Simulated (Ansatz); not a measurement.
# HO₂ radical: up Jacob's ladder to CCSD(T)

An exercise on one series of results from a longer session: the logs are not shown, and one member is left open.

Program: Ansatz 0.2.0, Gaussian basis. Level of theory: functionals in def2-TZVPP, the program's frozen cores in correlated methods. These are calculated values, not measurements.

The runs, in order: LDA (SPW92), PBE-D4, revPBE-D4, BLYP-D4, r2SCAN-D4, B97M-V, PBE0-D4, B3LYP-D4, r2SCANh-D4, r2SCAN0-D4, HSE06-D4, BHLYP-D4, CAM-B3LYP-D4, LC-ωPBE, ωB97X-V, ωB97M-V, B2PLYP, PBE-QIDH; CCSD(T)/def2-SVP; CCSD(T)/def2-TZVPP; CCSD(T)/def2-QZVPP; extrapolation to the limit; RPA on PBE.

**The geometry**

All runs share one geometry, relaxed beforehand with PBE0-D4 in a triple-zeta def2 set.

3 atoms, charge 0, spin multiplicity 2.

Atoms are counted from 1 here; the program's logs count them from 0.

Bond lengths: O1–O2 1.309 Å, O2–H3 0.975 Å. Angles: O1–O2–H3 105.8°.

The first run:

Contents of in.yaml:

```yaml
crystal:
  periodic: [false, false, false]
  atoms:
    - {symbol: O, position_ang: [-0.353780, 0.942536, -0.087866]}
    - {symbol: O, position_ang: [-0.245094, -0.358907, -0.172684]}
    - {symbol: H, position_ang: [0.598874, -0.583629, 0.260550]}
basis:
  gaussian: {orbitals: def2-TZVPP}
magnetization: {spin_polarized: true, initial_magnetization: 1}
hamiltonian: {xc: lda}
output: {orbitals: {seedname: orbitals}}
```

On the command line:

```bash
$ ansatz run in.yaml --threads 2 --pin off --events-out ev --progress --plain --max-ram 20480MiB --backend cpu
```

Among the steps run: LDA; PBE-D4 (GGA); revPBE-D4 (GGA); BLYP-D4 (GGA); r2SCAN-D4 (meta-GGA); B97M-V (meta-GGA); PBE0-D4 (hybrid); B3LYP-D4 (hybrid); r2SCANh-D4 (hybrid); r2SCAN0-D4 (hybrid); HSE06-D4 (hybrid); BHLYP-D4 (hybrid); CAM-B3LYP-D4 (range-separated); LC-ωPBE (range-separated); ωB97X-V (range-separated); ωB97M-V (range-separated); B2PLYP (double hybrid); PBE-QIDH (double hybrid).

One of the session's tables, all rows but one given; the rest of the session is left out.

It belongs to the step «Orbital energies across the functionals». 

```
  functional  HOMO (eV)  LUMO (eV)  gap (eV)
 LDA (SPW92)      -6.12      -5.05      1.07
      PBE-D4      -6.06      -4.55      1.51
   revPBE-D4      -6.00      -4.42      1.58
     BLYP-D4      -6.05      -4.53      1.52
   r2SCAN-D4      -6.48      -4.03      2.45
      B97M-V      -6.69      -4.04      2.65
     PBE0-D4          ?          ?         ?
    B3LYP-D4      -7.79      -3.44      4.35
  r2SCANh-D4      -7.22      -3.41      3.81
  r2SCAN0-D4      -8.35      -2.49      5.86
    HSE06-D4      -7.63      -3.32      4.31
    BHLYP-D4     -10.05      -1.27      8.78
CAM-B3LYP-D4      -9.66      -1.74      7.92
     LC-ωPBE     -11.02      -0.30     10.71
     ωB97X-V     -10.63      -0.49     10.14
     ωB97M-V     -10.56      -0.57      9.99
```

**Question.** Estimate the row for PBE0-D4.

As computed: HOMO (eV): -8.05; LUMO (eV): -2.92; gap (eV): 5.13. In the column «HOMO (eV)» it lies between r2SCAN0-D4 (-8.35) and B3LYP-D4 (-7.79).
